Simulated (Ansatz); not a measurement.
# MnF3 (quintet): reading failed and doubtful runs

Aim: try 4 inputs for MnF3 (quintet) as typed, read how each ends, and find what has to change.

Method: the settings change from run to run; program: Ansatz 0.2.0, Gaussian basis.

1 further run of the same task is left out (it didn't finish).

## 1. The geometry

The geometry comes from an earlier relaxation with r2SCAN-D4 in a triple-zeta def2 set; it is a stationary point.

4 atoms, charge 0, spin multiplicity 5.

Atoms are counted from 1 here; the program's logs count them from 0.

Bond lengths: Mn1–F2 1.722 Å, Mn1–F3 1.747 Å, Mn1–F4 1.747 Å. Angles: F2–Mn1–F3 105.6°, F2–Mn1–F4 105.7°, F3–Mn1–F4 148.7°.

## 2. Input 1

in.yaml reads:

```yaml
crystal:
  periodic: [false, false, false]
  atoms:
    - {symbol: Mn, position_ang: [-0.194780, 0.003047, -0.000946]}
    - {symbol: F, position_ang: [1.526731, -0.024159, 0.007301]}
    - {symbol: F, position_ang: [-0.639085, 1.692443, -0.014335]}
    - {symbol: F, position_ang: [-0.692866, -1.671331, 0.007971]}
basis:
  gaussian: {orbitals: 6-31G, fitting: {mean_field: cc-pVTZ-jkfit}}
total_charge: 1
magnetization: {spin_polarized: true, initial_magnetization: 1}
hamiltonian: {xc: {name: B97}, pseudopotentials: {relativity: none}}
scf: {lower_state_search: off}
output: {forces: true}
```

The run is started by

```sh
$ ansatz run in.yaml --threads 2 --pin off --events-out ev --progress --plain --max-ram 4352MiB
```

Standard output:

```text
Functional definition: B97
  name "B97"
  cite "Becke, J. Chem. Phys. 107, 8554 (1997) doi:10.1063/1.475007"
  parameter cx = 0.1943
  parameter cx0 = 0.8094
  parameter cx1 = 0.5073
  parameter cx2 = 0.7481
  parameter css0 = 0.1737
  parameter css1 = 2.3487
  parameter css2 = -2.4868
  parameter cos0 = 0.9454
  parameter cos1 = 0.7471
  parameter cos2 = -4.5961
  exchange = spin_sum(e_x_unif_s*poly(b97_u_x, cx0, cx1, cx2)) + cx*exact_x
  correlation = spin_sum(e_c_pw_same_spin*poly(b97_u_same, css0, css1, css2))
      + integral(e_c_pw_opposite_spin*poly(b97_u_opposite, cos0, cos1, cos2))
these checks for a lower state are left out or cut short: stability, starts, cluster_reference, orbital_swaps, neighbouring_geometries, increment
Error: <dir> the basis set cc-pVTZ-JKFIT has no functions for Mn
```

Run time: 0.05 s. Hardware: 2 threads of Intel Xeon 6975P-C, shared host.

Diagnosis: Refused before any calculation. The fitting set named has no entry for an element of this molecule. Cure: leave the fitting key out, or name a set that covers all elements and suits the basis. The input also asks for charge 1 and multiplicity 2, not those of the species named; set them back first.

## 3. Input 2

in.yaml reads:

```yaml
crystal:
  periodic: [false, false, false]
  atoms:
    - {symbol: Mn, position_ang: [-0.194780, 0.003047, -0.000946]}
    - {symbol: F, position_ang: [1.526731, -0.024159, 0.007301]}
    - {symbol: F, position_ang: [-0.639085, 1.692443, -0.014335]}
    - {symbol: F, position_ang: [-0.692866, -1.671331, 0.007971]}
basis:
  gaussian: {orbitals: pcseg-2, fitting: {mean_field: cc-pVTZ-jkfit}}
magnetization: {spin_polarized: false, initial_magnetization: 4}
hamiltonian: {xc: {name: PBE0}}
scf: {omitted_lower_state_checks: [starts]}
output: {forces: true}
```

The command is unchanged.

Standard output:

```text
Functional definition: PBE0
  name "PBE0"
  cite "Adamo & Barone, J. Chem. Phys. 110, 6158 (1999) doi:10.1063/1.478522"
  cite "Perdew, Burke & Ernzerhof, Phys. Rev. Lett. 77, 3865 (1996) doi:10.1103/PhysRevLett.77.3865"
  parent pbe
  parameter a = 0.25
  parameter kappa = 0.804
  parameter beta = 0.06672455060314922
  exchange = (1 - a)*pbe_x(kappa = kappa, mu = beta*pi^2/3) + a*exact_x
  correlation = pbe_c(beta = beta)
these checks for a lower state are left out or cut short: starts
Error: <dir> the basis set cc-pVTZ-JKFIT has no functions for Mn
```

It took 0.1 s on 2 threads of Intel Xeon 6975P-C, shared host.

What is wrong: The program refused the input. The fitting set named has no entry for an element of this molecule. Cure: leave the fitting key out, or name a set that covers all elements and suits the basis.

## 4. Input 3

in.yaml reads:

```yaml
crystal:
  periodic: [false, false, false]
  atoms:
    - {symbol: Mn, position_ang: [-0.194780, 0.003047, -0.000946]}
    - {symbol: F, position_ang: [1.526731, -0.024159, 0.007301]}
    - {symbol: F, position_ang: [-0.639085, 1.692443, -0.014335]}
    - {symbol: F, position_ang: [-0.692866, -1.671331, 0.007971]}
basis:
  gaussian: {orbitals: ANO-RCC-VTZP, nuclear_model: gaussian}
magnetization: {spin_polarized: true, initial_magnetization: 4}
hamiltonian: {xc: {name: HF}}
correlation: {method: mp2, frozen_orbitals: {Mn: 9}}
scf: {omitted_lower_state_checks: [starts]}
output: {forces: true}
```

Same command.

Standard output:

```text
Functional definition: HF
  name "HF"
  cite "Fock, Z. Phys. 61, 126 (1930) doi:10.1007/BF01340294"
  parent pbe
  exchange = exact_x
  correlation = 0
these checks for a lower state are left out or cut short: starts
Error: "frozen_orbitals" has no count for F
```

Run time: 0.1 s. Hardware: 2 threads of Intel Xeon 6975P-C, shared host.

Diagnosis: Refused before any calculation. Frozen orbitals are typed for one element alone, and the program wants a count for each. To mend it, leave frozen_orbitals out, or give every element a count that its core really has.

## 5. Input 4

in.yaml reads:

```yaml
crystal:
  periodic: [false, false, false]
  atoms:
    - {symbol: Mn, position_ang: [1.526731, -0.024159, 0.057301]}
    - {symbol: F, position_ang: [1.526731, -0.024159, 0.007301]}
    - {symbol: F, position_ang: [-0.639085, 1.692443, -0.014335]}
    - {symbol: F, position_ang: [-0.692866, -1.671331, 0.007971]}
basis:
  gaussian: {orbitals: def2-mTZVPP}
magnetization: {spin_polarized: true, initial_magnetization: 6}
hamiltonian: {xc: {name: CAM-B3LYP}}
scf: {omitted_lower_state_checks: [starts]}
output: {forces: true}
```

Launched as before.

Standard output, shortened:

```text
Functional definition: CAM-B3LYP
  name "CAM-B3LYP"
  cite "Yanai, Tew & Handy, Chem. Phys. Lett. 393, 51 (2004) doi:10.1016/j.cplett.2004.06.011"
  cite "Iikura, Tsuneda, Yanai & Hirao, J. Chem. Phys. 115, 3540 (2001) doi:10.1063/1.1383587"
  cite "Becke, Phys. Rev. A 38, 3098 (1988) doi:10.1103/PhysRevA.38.3098"
  cite "Lee, Yang & Parr, Phys. Rev. B 37, 785 (1988) doi:10.1103/PhysRevB.37.785"
  cite "Vosko, Wilk & Nusair, Can. J. Phys. 58, 1200 (1980) doi:10.1139/p80-159"
[...]
  # Exact exchange under (alpha + beta erf(omega r))/r, Becke's under what is left of 1/r.
[...]
973 factors; integrals over basis functions are off by at most 2.3e-4 eV
213 factors; integrals over basis functions are off by at most 1.7e-5 eV
[...]
a density is far from that of the atoms, so the factors are made again for it
1045 factors; integrals over basis functions are off by at most 2.3e-4 eV
214 factors; integrals over basis functions are off by at most 1.1e-5 eV
mean field 4781.11118951 eV, 175.7025954609 hartree, gradient 5.4e-9 eV, S^2 12.005632; 0 other end points of the search recorded, 0 dependent functions left out
[...]
reference 4781.11108398 eV, 175.7025915826 hartree; 29, 23 occupied and 76, 82 virtual orbitals, 1045 factors
Total energy: 4781.11108398 eV, 175.7025915826 hartree
Atom 0 at     1.526731    -0.024159     0.057301 Å, force     2.705992    -0.712796 1175398.908940 eV/Å
Atom 1 at     1.526731    -0.024159     0.007301 Å, force    -2.977753     0.719563 -1175398.848308 eV/Å
Atom 2 at    -0.639085     1.692443    -0.014335 Å, force     0.135102    -0.152496    -0.039276 eV/Å
Atom 3 at    -0.692866    -1.671331     0.007971 Å, force     0.136658     0.145729    -0.021357 eV/Å
Dipole moment:    -0.406377     0.002813     0.340802 e Å
Checks for a lower state left out: starts
```

Wall time 45 s (2 threads of Intel Xeon 6975P-C, shared host).

**Diagnosis.** It ended without an error, which proves nothing about the input. One atom was put on top of another. The shortest distance is 0.05 Å (Mn1–F2), against 1.72 Å in the relaxed molecule. It also asks for charge 0 and multiplicity 7, another species or state than the molecule above. Its energy is no property of the relaxed molecule. To mend it, restore the atom's position, and set charge and spin to those of the species named.

## 6. How the tries ended

```csv
input,level,ended,cause,time
1,B97/6-31G,refused,the fitting set named has no entry for an element of this molecule,0.05 s
2,PBE0/pcseg-2,refused,the fitting set named has no entry for an element of this molecule,0.1 s
3,MP2/ANO-RCC-VTZP,refused,"frozen orbitals are typed for one element alone, and the program wants a count for each",0.1 s
4,CAM-B3LYP/def2-mTZVPP,converged,one atom was put on top of another,45 s
```

In words: 3 refused, 1 converged. A refusal costs next to no computing time. The dangerous case is the input that converges on a wrong geometry, charge, spin, basis or grid: often only a look at the input shows it.
